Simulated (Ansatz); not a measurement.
Process, species as SMILES: CCl (CH3-Cl) + [H][H] (H2) → C (CH4) + Cl (HCl)
B3LYP-D3(BJ)/def2-TZVP geometries, fixed; electronic energies without zero-point terms.

Basis-set convergence of the energy of full hydrogenation at wB97M-V with Ansatz (a quantum-chemistry and plane-wave program). Cartesian d functions, on some or all atoms, in 6-31G**, 6-311G**; all else is spherical. The program fits the integrals of some runs and decomposes those of others, by size. The functional holds VV10 correlation; no added dispersion term, no relativity. Functions are those of the species that has most. Reference: the value in pcseg-4, -22.40 kcal/mol, itself unsure by roughly 0.01 kcal/mol (its mean distance from aug-pcseg-3, aug-cc-pV(Q+d)Z, cc-pV(5+d)Z). Deviations are taken from unrounded values. Cost is core time over that of def2-SVPD, rough, on shared machines of one kind.

```csv
basis,functions,energy of full hydrogenation (kcal/mol),minus reference (kcal/mol),cost
def2-SVP,47,-23.94,-1.54,0.7×
6-31G**,49,-20.98,1.42,0.7×
6-311G**,63,-22.56,-0.16,0.7×
def2-SVPD,71,-25.21,-2.81,1×
def2-TZVPP,115,-22.39,0.01,1×
jun-cc-pV(T+d)Z,129,-22.56,-0.16,2×
def2-TZVPPD,139,-22.57,-0.17,1×
aug-pcseg-2,165,-22.60,-0.20,3×
pcseg-4,389,-22.40,0.00,7×
```

The smallest set listed that lies within 1 kcal/mol of the reference with all its larger relatives (same family, alike in diffuse functions; a set with none counts only in the reference's own line) is def2-TZVPP (115 functions, 1× in cost, 0.01 kcal/mol off). Inside, with no larger relative to test it: 6-311G**. (Relatives not listed, tested too: aug-cc-pV(T+d)Z -0.10, def2-QZVP 0.03, def2-QZVPP 0.03, def2-QZVPPD -0.02, aug-cc-pV(Q+d)Z 0.00, aug-pcseg-3 -0.01 kcal/mol.)
